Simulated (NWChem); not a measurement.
The numbers come from NWChem runs, not from measurements. System: methane (CH$_{4}$), charge 0, spin multiplicity 1, at a geometry optimised with PBE0/def2-SVP. Level: MP2/def2-TZVP, 1 core orbitals frozen.

Input file:

```
start mol
memory heap 200 mb stack 800 mb global 1000 mb
geometry units angstroms nocenter noautoz
  C      0.000000     0.000000    -0.000000
  H      0.000000     0.896585     0.633980
  H      0.000000    -0.896585     0.633980
  H     -0.896586     0.000000    -0.633979
  H      0.896586     0.000000    -0.633979
  symmetry group C2v
end
basis spherical
  * library def2-tzvp
end
scf
  rhf
  nopen 0
  maxiter 100
  thresh 1e-7
  semidirect memsize 60000000 filesize 0
end
mp2
  freeze core 1
end
task mp2 energy
```

NWChem printed:

```
             Northwest Computational Chemistry Package (NWChem) 7.3.0
             --------------------------------------------------------

                                NWChem Input Module
                                -------------------

 Scaling coordinates for geometry "geometry" by  1.889725989
 (inverse scale =  0.529177249)

 Turning off AUTOSYM since
 SYMMETRY directive was detected!

                             Geometry "geometry" -> ""
                             -------------------------

 Output coordinates in angstroms (scale by  1.889725989 to convert to a.u.)

  No.       Tag          Charge          X              Y              Z
 ---- ---------------- ---------- -------------- -------------- --------------
    1 C                    6.0000     0.00000000     0.00000000     0.00000000
    2 H                    1.0000     0.00000000     0.89658500     0.63398000
    3 H                    1.0000     0.00000000    -0.89658500     0.63398000
    4 H                    1.0000    -0.89658600     0.00000000    -0.63397900
    5 H                    1.0000     0.89658600     0.00000000    -0.63397900

 Effective nuclear repulsion energy (a.u.)      13.3364408017

            Nuclear Dipole moment (a.u.)
            ----------------------------
        X                 Y               Z
 ---------------- ---------------- ----------------
     0.0000000000     0.0000000000     0.0000037795

      Symmetry information
      --------------------

 Group name             C2v
 Group number             16
 Group order               4
 No. of unique centers     3

      Symmetry unique atoms

     1    2    4


 Summary of "ao basis" -> "" (spherical)
 ------------------------------------------------------------------------------
       Tag                 Description            Shells   Functions and Types
 ---------------- ------------------------------  ------  ---------------------
 *                         def2-tzvp                  on all atoms

 Summary of "ao basis" -> "ao basis" (spherical)
 ------------------------------------------------------------------------------
[...]
     1   1 0 0     -0.000000      0.000000      0.000000
     1   0 1 0      0.000000      0.000000      0.000000
     1   0 0 1      0.000000      0.000000      0.000004

     2   2 0 0     -6.294667      0.000000      5.741318
     2   1 1 0      0.000000      0.000000      0.000000
     2   1 0 1     -0.000000      0.000000      0.000000
     2   0 2 0     -6.294671      0.000000      5.741305
     2   0 1 1      0.000000      0.000000      0.000000
     2   0 0 2     -6.294682      0.000000      5.741272

                   NWChem MP2 Semi-direct Energy/Gradient Module
                   ---------------------------------------------

  Basis functions       =     55
  Molecular orbitals    =     55
  Frozen core           =      1
  Frozen virtuals       =      0
  Active alpha occupied =      4
  Active beta occupied  =      4
  Active alpha virtual  =     50
  Active beta virtual   =     50
  Use MO symmetry       = T
  Use skeleton AO sym   = T

  AO/Fock/Back tols     =   1.0D-09  1.0D-09  1.0D-09

 GA uses MA = F    GA memory limited = T

 Available:
  local mem=  1.15D+08
 global mem=  1.31D+08
 local disk=  0.00D+00
  mp2_memr nvloc                    50
  nvloc new                    50
   1 passes of   4:        4194304                      16167                   1052443.
   1 passes of   4: M    114684510           G      131065950           F     110490206.

 Semi-direct pass number   1 of   1  for RHF alpha+beta  at        0.6s
  vrange nnbf                  1540
  mp2_eaftype                    10  avail_ma_in_mb                   999
 EAF : mp2_eaftype filesize          10     526221.
  mp2_eaf for mointskh                     10
Node 0 wrote      2.5 Mb in      0.0 s     Agg I/O rate:  1073.8 Mb/s
 Done moints_semi at        1.4s
  mp2_eaftype                    10  avail_ma_in_mb                   989
 EAF : mp2_eaftype filesize          10     526221.
  mp2_eaf for kh                    10
 Done maket at        1.4s
 Done multipass loop at        1.4s

          -------------------------------------------
          SCF energy                 -40.212485050544
          Correlation energy          -0.187565715440
          Singlet pairs               -0.134522906187
          Triplet pairs               -0.053042809253
          Total MP2 energy           -40.400050765984
          -------------------------------------------

          ---------------------------------------------------
                    Spin Component Scaled (SCS) MP2
          Same spin pairs                     -0.035361872836
          Same spin scaling factor             0.333333333333
          Opposite spin pairs                 -0.152203842605
          Opposite spin scaling fact.          1.200000000000
          SCS-MP2 correlation energy          -0.194431902071
          Total SCS-MP2 energy               -40.406916952615
          ---------------------------------------------------

 -----------------------
 Performance information
 -----------------------

 Timer overhead =  2.21D-07 seconds/call

               Nr. of calls         CPU time (s)                 Wall time (s)                GFlops
             ---------------    -------------------     ------------------------------   -------------------
Name         Min   Avg   Max    Min     Avg     Max     Min     Avg     Max   Mx/calls   Min     Max     Sum
mp2: moin     1     1     1   0.79    0.79    0.79     0.79    0.79    0.79    0.79      0.0     0.0     0.0
mp2: make     1     1     1   4.08E-2 4.08E-2 4.08E-2  4.08E-2 4.08E-2 4.08E-2 4.08E-2   0.0     0.0     0.0
mp2: tota     1     1     1   0.90    0.90    0.90     0.90    0.90    0.90    0.90      0.0     0.0     0.0

 The average no. of pstat calls per process was 3.00D+00
 with a timing overhead of 6.64D-07s

 Task  times  cpu:        1.4s     wall:        1.4s

 Total times  cpu:        1.4s     wall:        1.4s
```
